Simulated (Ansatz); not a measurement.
**CF2+ (doublet): wave-function methods side by side, def2-QZVPP**

An exercise on one series of results from a longer session: the logs are not shown, and one member is left open.

Method: def2-QZVPP, core rule «outside noble gas», up to 3 orbitals frozen; program: Ansatz 0.2.0, Gaussian basis.

The runs, in order: UHF; ROHF; CCSD(T) on UHF.

2 further runs of the same task are left out: 2 set aside as unsound or not needed.

### What is computed

The geometry is a PBE0/def2-TZVP stationary point (not a proven minimum) of the parent state, kept for this charge and spin.

3 atoms, charge 1, spin multiplicity 2.

Atoms are counted from 1 here; the program's logs count them from 0.

Bond lengths: C1–F2 1.309 Å, C1–F3 1.309 Å. Angles: F2–C1–F3 119.5°.

The first run:

Contents of in.yaml:

```yaml
crystal:
  periodic: [false, false, false]
  atoms:
    - {symbol: C, position_ang: [0.000000, -0.500907, 0.000000]}
    - {symbol: F, position_ang: [0.000000, 0.158336, -1.130366]}
    - {symbol: F, position_ang: [0.000000, 0.158336, 1.130366]}
basis:
  gaussian: {orbitals: "def2-QZVPP.json"}
total_charge: 1
magnetization: {spin_polarized: true, initial_magnetization: 1}
hamiltonian: {xc: hf}
output: {orbitals: {seedname: orbitals}}
```

Started as:

```
$ ansatz run in.yaml --threads 1 --pin off --events-out ev --progress --plain --max-ram 2393MiB
```

Steps of the session up to this table: UHF; ROHF; CCSD(T) on UHF.

One of the session's tables, all rows but one given; the rest of the session is left out.

| method | from UCCSD(T) (meV) |
| --- | --- |
| ROHF | +18773.4 |
| UHF | +18688.7 |
| UMP2 | +698.1 |
| UCCSD | ? |
| UCCSD(T) | 0 |

Q: Estimate the row for UCCSD from the others.

**Answer.** from UCCSD(T) (meV): +759.4. In the column «from UCCSD(T) (meV)» it lies between UMP2 (+698.1) and UHF (+18688.7).
